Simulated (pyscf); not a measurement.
Four-centre exchange: `[SiH3][GeH3]` + `[FH]` -> `[F][SiH3]` + `[GeH4]`

Gas phase, singlet surface, charge 0. Bonds broken: Si1–Ge2, F9–H10. Bonds formed: Si1–F9, Ge2–H10. Single points on ωB97X-D3(BJ)/def2-SVP structures (PySCF, gas phase). Correlated levels are frozen-core, on RHF or UHF. ΔMP2 is the change of the MP2 total energy from the triple- to the quadruple-zeta basis.

Transition state (Å):

```xyz
10

Si    -0.3974     0.7033    -0.5201
Ge    -0.0013    -1.1121     1.3814
H      1.0015     0.1762    -0.7012
H     -0.1821     2.1410    -0.2236
H     -1.0621     0.3371    -1.7952
H      1.2540    -0.4529     1.9645
H      0.3890    -2.2541     0.4361
H     -0.8456    -1.6871     2.5375
F     -2.1129     0.7671     0.3605
H     -1.3730    -0.0153     0.8634
```

One imaginary mode, 1173i cm⁻¹; descent along it reached the two sides named.

```tsv
bond	change	reactant side (Å)	saddle	product side
Si1–Ge2	breaks	2.371	2.7	4.2
F9–H10	breaks	0.927	1.189	2.7
Si1–F9	forms	3.0	1.929	1.629
Ge2–H10	forms	2.8	1.831	1.531
```

Electronic energies relative to the separated reactants (eV):

```
level                             barrier  reaction energy  reverse barrier
--------------------------------  -------  ---------------  ---------------
ωB97X-D3(BJ)/def2-TZVP               1.59            -1.04             2.63
PBE/def2-TZVP                        1.25            -1.04             2.30
r²SCAN/def2-TZVP                     1.35            -1.18             2.53
B3LYP-D3(BJ)/def2-TZVP               1.51            -1.20             2.71
PBE0-D3(BJ)/def2-TZVP                1.46            -1.02             2.48
M06-2X/def2-TZVP                     1.57            -1.27             2.84
ωB97M-D3(BJ)/def2-TZVP               1.53            -1.23             2.75
HF/def2-TZVP                         2.45            -1.48             3.93
MP2/def2-QZVPP                       1.61            -1.15             2.77
CCSD/def2-TZVPP                      1.85            -1.16             3.01
CCSD(T)/def2-TZVPP                   1.72            -1.12             2.84
CCSD(T)/def2-TZVPP + ΔMP2(QZVPP)     1.69            -1.12             2.81
```

With CCSD(T)/def2-TZVPP + ΔMP2(QZVPP) energies and thermal terms (ideal gas, 1 atm, RRHO with modes under 100 cm⁻¹ raised to 100, one conformer, R ln 2 for chiral ones without a mode under 150 cm⁻¹), in eV:

```
T (K)   ΔH‡   ΔG‡     ΔH     ΔG
-----  ----  ----  -----  -----
298    1.61  2.02  -1.15  -1.12
600    1.60  2.44  -1.19  -1.07
900    1.62  2.86  -1.22  -1.00
1200   1.64  3.27  -1.23  -0.92
```

This is the saddle that the search found; another between the same sides may lie lower. The CCSD(T) − MP2 part came from Ansatz, without density fitting, on the same reference. The frozen core leaves the outer d or s,p core shells of the metals and heavy elements correlated in the MP2 and CC values, and def2-TZVPP describes them poorly, which can shift differences by a few kcal/mol. Elements up to Kr have no core potential and no relativistic terms here.
